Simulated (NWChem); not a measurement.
## Correlation energy of AlCl3

SMILES: [Cl][Al]([Cl])[Cl]
```xyz
4

Al     0.0000     0.0000     0.0000
Cl     0.0000     0.0000     2.0937
Cl     1.8132     0.0000    -1.0468
Cl    -1.8132     0.0000    -1.0468
```
Charge 0, spin multiplicity 1.

All runs are NWChem calculations. The geometry was optimised at PBE/def2-SVP, a minimum by its harmonic frequencies.

Basis set: 6-311G**. Each correlation energy counts from its own Hartree-Fock reference.

The correlated methods keep 20 core orbitals frozen. The Pople sets run with spherical d functions. The structure started from a generated list of species. Coupled-cluster values serve here as a point of comparison, not as the truth.

Question: One of these methods gave a correlation energy of -456.0 mHa. Which?
(A) MP2
(B) SCS-MP2
(C) CCSD
(D) CR-CCSD[T]

Answer: A, MP2. The others give -441.6 (SCS-MP2), -502.7 (CR-CCSD[T]), -492.5 (CCSD).
